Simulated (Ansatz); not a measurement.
ZnLu₂S₄ (Pnma, No. 62; cell taken from a computed entry), treated with r²SCAN+SOC (PAW; Ansatz, a quantum-chemistry and plane-wave program).

Numerical settings: plane-wave cutoff 560 eV, 2×4×6 k mesh (along the axes of the cell as run), Fermi–Dirac smearing 0.01 eV, PAW data made under PBE.

Cell (relaxed with PBEsol):

```cif
data_Lu8S16Zn4
_chemical_formula_sum 'Lu8 Zn4 S16'
_space_group_name_H-M_alt 'P 1'
_space_group_IT_number 1
_cell_length_a 13.11410
_cell_length_b 7.62313
_cell_length_c 6.18708
_cell_angle_alpha 90.000
_cell_angle_beta 90.000
_cell_angle_gamma 90.000
loop_
_space_group_symop_operation_xyz
  'x, y, z'
loop_
_atom_site_label
_atom_site_type_symbol
_atom_site_fract_x
_atom_site_fract_y
_atom_site_fract_z
_atom_site_occupancy
Lu1 Lu 0.50000 0.50000 0.50000 1
Lu2 Lu 0.00000 0.50000 0.00000 1
Lu3 Lu 0.00000 0.00000 0.00000 1
Lu4 Lu 0.50000 0.00000 0.50000 1
Lu5 Lu 0.73596 0.75000 0.00254 1
Lu6 Lu 0.26404 0.25000 0.99746 1
Lu7 Lu 0.76404 0.25000 0.50254 1
Lu8 Lu 0.23596 0.75000 0.49746 1
Zn1 Zn 0.90874 0.75000 0.59054 1
Zn2 Zn 0.09126 0.25000 0.40946 1
Zn3 Zn 0.59126 0.25000 0.09054 1
Zn4 Zn 0.40874 0.75000 0.90946 1
S1 S 0.66872 0.49070 0.25830 1
S2 S 0.33128 0.50930 0.74170 1
S3 S 0.83128 0.50930 0.75830 1
S4 S 0.16872 0.49070 0.24170 1
S5 S 0.16872 0.00930 0.24170 1
S6 S 0.83128 0.99070 0.75830 1
S7 S 0.33128 0.99070 0.74170 1
S8 S 0.66872 0.00930 0.25830 1
S9 S 0.07246 0.75000 0.74601 1
S10 S 0.92754 0.25000 0.25399 1
S11 S 0.42754 0.25000 0.24601 1
S12 S 0.57246 0.75000 0.75399 1
S13 S 0.91015 0.75000 0.22438 1
S14 S 0.08985 0.25000 0.77562 1
S15 S 0.58985 0.25000 0.72438 1
S16 S 0.41015 0.75000 0.27562 1
```

### Question
Predict the band gap.

### Answer

- band gap = 2.58 eV (on the SCF k mesh)

Note: cell and atoms aren't relaxed at this level (largest force component 0.08 eV/Å, pressure 1.9 GPa).

Computed values are for the static lattice.
